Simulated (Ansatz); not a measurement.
`[AlH2][SiH2]Cl` + `C=N` → `C=[N][AlH2]` + `[SiH3]Cl` at 500 K and 1 bar (cleavage of the Al–Si bond).

Program: Ansatz. Geometries: PBE0-D4/def2-TZVP. ΔE: electronic, gas phase. CCSD(T)/CBS is the MP2 limit (def2-TZVPP, def2-QZVPP) plus CCSD(T) − MP2 in def2-TZVPP, frozen cores. This one scheme is used for every species.

```
         species  CCSD(T)/CBS energy (Eh)  H − E (kJ/mol)  S (J/(mol·K))
`[AlH2][SiH2]Cl`               -993.29495           121.9          385.1
           `C=N`                -94.52360           124.2          249.5
   `C=[N][AlH2]`               -337.15304           145.7          321.9
      `[SiH3]Cl`               -750.69636            92.3          281.7
```

H − E and S are ideal-gas, rigid-rotor, harmonic terms from PBE0-D4/def2-TZVP. 1 Eh = 2625.50 kJ/mol, R = 8.31446 J/(mol·K).

By hand: ΔE, ΔH, ΔS and ΔG.

ΔE = (-337.15304) + (-750.69636) − (-993.29495) − (-94.52360) = -0.03085 Eh = -81.0 kJ/mol. Δ(H − E) = 145.7 + 92.3 − 121.9 − 124.2 = -8.1, so ΔH = -89.1 kJ/mol. ΔS = 321.9 + 281.7 − 385.1 − 249.5 = -31.0 J/(mol·K). ΔG = -89.1 − 500 × (-31.0)/1000 = -73.6 kJ/mol.

By hand: the equilibrium constant, and the temperature at which ΔG would vanish if ΔH and ΔS stayed fixed.

log₁₀ K = −ΔG/(RT ln 10) = 7.7. ΔG = 0 at ΔH/ΔS = 2874 K, far beyond where these terms or the molecules hold.

ΔH outweighs TΔS. A doubt of 5 kJ/mol in ΔE shifts log₁₀ K by 0.5 here. Modes under 60 cm⁻¹, often nearly free rotors, make the harmonic entropy too high. These are equilibria of isolated gas molecules and say nothing of rates. Largest T1 diagnostic: 0.015 (customary marks: 0.02 for closed shells, 0.045 for open ones).
